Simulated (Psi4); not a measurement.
Psi4 input (wB97X-D/6-31G*):

```
memory 1500 MB

molecule {
0 2
O     0.24397327    1.29816191    0.28691816
C     0.00564102    0.12351485    0.02760402
N     1.00713546   -0.77109991   -0.25934767
C    -1.34933143   -0.39570472   -0.01723319
H     0.83263926   -1.75687301   -0.33347649
H    -1.57262671   -1.42566528   -0.26145349
H    -2.15610169    0.28717211    0.19841180
H     1.95649730   -0.45909057   -0.14561854
symmetry c1
no_reorient
no_com
}

set {
  basis 6-31G*
  reference uks
  scf_type pk
  dft_radial_points 99
  dft_spherical_points 590
  e_convergence 1e-8
  d_convergence 1e-7
  maxiter 150
}

e = energy('wb97x-d')
print_out(f'\nFINAL {e:.10f} DIPOLE {variable("CURRENT DIPOLE")[0]:.6f} {variable("CURRENT DIPOLE")[1]:.6f} {variable("CURRENT DIPOLE")[2]:.6f}\n')
```

Output:

```
   => Loading Basis Set <=

    Name: 6-31G*
    Role: ORBITAL
    Keyword: BASIS
    atoms 1    entry O          line   145 file 6-31gs.gbs
    atoms 2, 4 entry C          line   111 file 6-31gs.gbs
    atoms 3    entry N          line   128 file 6-31gs.gbs
    atoms 5-8  entry H          line    44 file 6-31gs.gbs

   => WB97X-D: Empirical Dispersion <=

    Chai and Head-Gordon Dispersion Correction
    Chai, J.-D.; Head-Gordon, M. (2010), J. Chem. Phys., 132: 6615-6620

        s6 =       1.000000

         ---------------------------------------------------------
                                   SCF
               by Justin Turney, Rob Parrish, Andy Simmonett
                          and Daniel G. A. Smith
                              UKS Reference
         ---------------------------------------------------------

  ==> Geometry <==

    Molecular point group: c1
    Full point group: C1

    Geometry (in Angstrom), charge = 0, multiplicity = 2:

       Center              X                  Y                   Z               Mass
    ------------   -----------------  -----------------  -----------------  -----------------
         O            0.243973270000     1.298161910000     0.286918160000    15.994914619570
         C            0.005641020000     0.123514850000     0.027604020000    12.000000000000
         N            1.007135460000    -0.771099910000    -0.259347670000    14.003074004430
         C           -1.349331430000    -0.395704720000    -0.017233190000    12.000000000000
         H            0.832639260000    -1.756873010000    -0.333476490000     1.007825032230
         H           -1.572626710000    -1.425665280000    -0.261453490000     1.007825032230
         H           -2.156101690000     0.287172110000     0.198411800000     1.007825032230
         H            1.956497300000    -0.459090570000    -0.145618540000     1.007825032230

  Running in c1 symmetry.

  Rotational constants: A =      0.37459  B =      0.34351  C =      0.17929 [cm^-1]
  Rotational constants: A =  11230.01798  B =  10298.30802  C =   5375.04153 [MHz]
  Nuclear repulsion =  114.204338148519270

  Charge       = 0
  Multiplicity = 2
  Electrons    = 31
  Nalpha       = 16
  Nbeta        = 15

  ==> Algorithm <==

  SCF Algorithm Type is PK.
  DIIS enabled.
  MOM disabled.
  Fractional occupation disabled.
  Guess Type is SAD.
  Energy threshold   = 1.00e-08
  Density threshold  = 1.00e-07
  Integral threshold = 1.00e-12

  ==> Primary Basis <==

  Basis Set: 6-31G*
    Blend: 6-31G*
    Number of shells: 32
    Number of basis functions: 68
    Number of Cartesian functions: 68
    Spherical Harmonics?: false
    Max angular momentum: 2

  ==> DFT Potential <==

   => LibXC <=

    Version 7.1.2
    S. Lehtola, C. Steigemann, M. J. T. Oliveira, and M. A. L. Marques,  SoftwareX 7, 1–5 (2018) (10.1016/j.softx.2017.11.002)

   => Composite Functional: WB97X-D <=

    wB97X-D Hyb-GGA Exchange-Correlation Functional

    J.-D. Chai and M. Head-Gordon,  Phys. Chem. Chem. Phys. 10, 6615–6620 (2008) (10.1039/B810189B)

    Deriv               =              1
    GGA                 =           TRUE
    Meta                =          FALSE

    Exchange Hybrid     =           TRUE
    MP2 Hybrid          =          FALSE

   => Exchange-Correlation Functionals <=

    1.0000   wB97X-D range-separated functional

   => Exact (HF) Exchange <=

    0.7780            HF,LR [omega = 0.2000]
    0.2220               HF

   => LibXC Density Thresholds  <==

    XC_HYB_GGA_XC_WB97X_D:  1.00E-14

   => Molecular Quadrature <=

    Radial Scheme          =       TREUTLER
    Pruning Scheme         =           NONE
    Nuclear Scheme         =       TREUTLER

    Blocking Scheme        =         OCTREE
    BS radius alpha        =              1
    Pruning alpha          =              1
    Radial Points          =             99
    Spherical Points       =            590
    Total Points           =         439901
    Total Blocks           =           3141
    Max Points             =            256
    Max Functions          =             68
    Weights Tolerance      =       1.00E-15

  ==> Integral Setup <==

  Using in-core PK algorithm.
   Calculation information:
      Number of atoms:                   8
      Number of AO shells:              32
      Number of primitives:             76
      Number of atomic orbitals:        68
      Number of basis functions:        68

      Integral cutoff                 1.00e-12
      Number of threads:                 1

  Performing in-core PK
  Using 8259093 doubles for integral storage.
  We computed 136845 shell quartets total.
  Whereas there are 139656 unique shell quartets.

  Computing range-separated integrals for PK
  We computed 136845 wK shell quartets total.
  Whereas there are 139656 wK unique shell quartets.

  ==> DiskJK: Disk-Based J/K Matrices <==

    J tasked:                  Yes
    K tasked:                  Yes
    wK tasked:                 Yes
    Omega:               2.000E-01
    Schwarz Cutoff:          1E-12


  Cached 100.0% of DFT collocation blocks in 0.761 [GiB].

  Minimum eigenvalue in the overlap matrix is 3.1670190577E-03.
  Reciprocal condition number of the overlap matrix is 4.7417138928E-04.
    Using symmetric orthogonalization.

  ==> Pre-Iterations <==

  SCF Guess: Superposition of Atomic Densities via on-the-fly atomic UHF (no occupation information).

   -------------------------
    Irrep   Nso     Nmo
   -------------------------
     A         68      68
   -------------------------
    Total      68      68
   -------------------------

  ==> Iterations <==

                        Total Energy        Delta E     RMS |[F,P]|

   @UKS iter SAD:  -207.75280242085020   -2.07753e+02   0.00000e+00
   @UKS iter   1:  -208.28618106183373   -5.33379e-01   9.77610e-03 DIIS/ADIIS
   @UKS iter   2:  -208.27051477782487    1.56663e-02   1.10496e-02 DIIS/ADIIS
   @UKS iter   3:  -208.46815392974068   -1.97639e-01   2.05591e-03 DIIS/ADIIS
   @UKS iter   4:  -208.47612916936865   -7.97524e-03   5.60106e-04 DIIS/ADIIS
   @UKS iter   5:  -208.47691301735148   -7.83848e-04   1.96959e-04 DIIS/ADIIS
   @UKS iter   6:  -208.47710062144708   -1.87604e-04   7.53867e-05 DIIS
   @UKS iter   7:  -208.47717316681727   -7.25454e-05   2.90604e-05 DIIS
   @UKS iter   8:  -208.47718926253893   -1.60957e-05   1.53924e-05 DIIS
   @UKS iter   9:  -208.47719398763081   -4.72509e-06   8.25672e-06 DIIS
   @UKS iter  10:  -208.47719515488834   -1.16726e-06   2.65614e-06 DIIS
   @UKS iter  11:  -208.47719527167197   -1.16784e-07   6.71334e-07 DIIS
   @UKS iter  12:  -208.47719527666712   -4.99514e-09   2.40188e-07 DIIS
   @UKS iter  13:  -208.47719527722887   -5.61755e-10   6.96511e-08 DIIS
  Energy and wave function converged.

  ==> Post-Iterations <==

   Electrons on quadrature grid:
      Nalpha   =   15.9999999921 ; deviation = -7.910e-09
      Nbeta    =   14.9999999486 ; deviation = -5.140e-08
      Ntotal   =   30.9999999407 ; deviation = -5.931e-08

   @Spin Contamination Metric:   8.298992734E-03
   @S^2 Expected:                7.500000000E-01
   @S^2 Observed:                7.582989927E-01
   @S   Expected:                5.000000000E-01
   @S   Observed:                5.000000000E-01

    Orbital Energies [Eh]
    ---------------------

    Alpha Occupied:

       1A    -19.231509     2A    -14.469948     3A    -10.400006
       4A    -10.330173     5A     -1.131135     6A     -1.001251
       7A     -0.841866     8A     -0.677954     9A     -0.627529
      10A     -0.576724    11A     -0.512196    12A     -0.504786
      13A     -0.488762    14A     -0.354836    15A     -0.336652
      16A     -0.325624

    Alpha Virtual:

      17A      0.143277    18A      0.160701    19A      0.211224
      20A      0.228201    21A      0.257375    22A      0.327682
      23A      0.392505    24A      0.476036    25A      0.612053
      26A      0.621967    27A      0.663014    28A      0.705388
      29A      0.711705    30A      0.759063    31A      0.772901
      32A      0.824491    33A      0.896389    34A      0.948282
      35A      0.978952    36A      0.982839    37A      1.023336
      38A      1.089638    39A      1.118374    40A      1.168526
      41A      1.228755    42A      1.320553    43A      1.402064
      44A      1.449325    45A      1.497171    46A      1.712181
      47A      1.753258    48A      1.795230    49A      1.906050
      50A      1.910384    51A      1.940288    52A      2.072947
      53A      2.087103    54A      2.110532    55A      2.223238
      56A      2.290515    57A      2.362961    58A      2.504094
      59A      2.541307    60A      2.675641    61A      2.720112
      62A      2.950082    63A      3.093074    64A      3.166720
      65A      3.896258    66A      4.081646    67A      4.264287
      68A      4.546315

    Beta Occupied:

       1A    -19.227708     2A    -14.469347     3A    -10.401336
       4A    -10.319806     5A     -1.124565     6A     -0.998065
       7A     -0.808400     8A     -0.672036     9A     -0.624120
      10A     -0.568145    11A     -0.502983    12A     -0.486678
      13A     -0.482712    14A     -0.337868    15A     -0.329633

    Beta Virtual:

      16A     -0.028007    17A      0.159820    18A      0.174021
      19A      0.213883    20A      0.239460    21A      0.262768
      22A      0.333207    23A      0.393415    24A      0.477836
      25A      0.629188    26A      0.649789    27A      0.670285
      28A      0.718651    29A      0.726891    30A      0.759764
      31A      0.772923    32A      0.826633    33A      0.903607
      34A      0.954866    35A      0.981951    36A      0.984279
      37A      1.035724    38A      1.096495    39A      1.131920
      40A      1.171985    41A      1.232266    42A      1.325188
      43A      1.416083    44A      1.452881    45A      1.509277
      46A      1.757648    47A      1.776694    48A      1.804960
      49A      1.912007    50A      1.921978    51A      1.950768
      52A      2.093119    53A      2.098081    54A      2.135895
      55A      2.244057    56A      2.304873    57A      2.366440
      58A      2.515093    59A      2.562717    60A      2.676365
      61A      2.725514    62A      2.954424    63A      3.095545
      64A      3.168600    65A      3.897715    66A      4.099741
      67A      4.291065    68A      4.552067

    Final Occupation by Irrep:
              A
    DOCC [    15 ]
    SOCC [     1 ]
    NA   [    16 ]
    NB   [    15 ]

  @UKS Final Energy:  -208.47719527722887

   => Energetics <=

    Nuclear Repulsion Energy =            114.2043381485192697
    One-Electron Energy =                -509.1321908896561013
    Two-Electron Energy =                 205.6829204858869957
    DFT Exchange-Correlation Energy =     -19.2305040238324629
    Empirical Dispersion Energy =          -0.0017589981466025
    VV10 Nonlocal Energy =                  0.0000000000000000
    Total Energy =                       -208.4771952772288728

  UHF NO Occupations:
  HONO-2 :   14  A 1.9989421
  HONO-1 :   15  A 1.9974716
  HONO-0 :   16  A 1.0000000
  LUNO+0 :   17  A 0.0025284
  LUNO+1 :   18  A 0.0010579
  LUNO+2 :   19  A 0.0002816
  LUNO+3 :   20  A 0.0002228

Computation Completed

Properties will be evaluated at   0.000000,   0.000000,   0.000000 [a0]

Properties computed using the SCF density matrix

 Multipole Moments:

 ------------------------------------------------------------------------------------
     Multipole            Electronic (a.u.)      Nuclear  (a.u.)        Total (a.u.)
 ------------------------------------------------------------------------------------

 L = 1.  Multiply by 2.5417464519 to convert [e a0] to [Debye]
 Dipole X            :         -0.0278714            0.0000002           -0.0278713
 Dipole Y            :         -1.4946305           -0.0000001           -1.4946306
 Dipole Z            :         -0.1811839           -0.0000003           -0.1811842
 Magnitude           :                                                    1.5058304

 ------------------------------------------------------------------------------------

FINAL -208.4771952772 DIPOLE -0.027871 -1.494631 -0.181184

*** Psi4 exiting successfully. Buy a developer a beer!
```
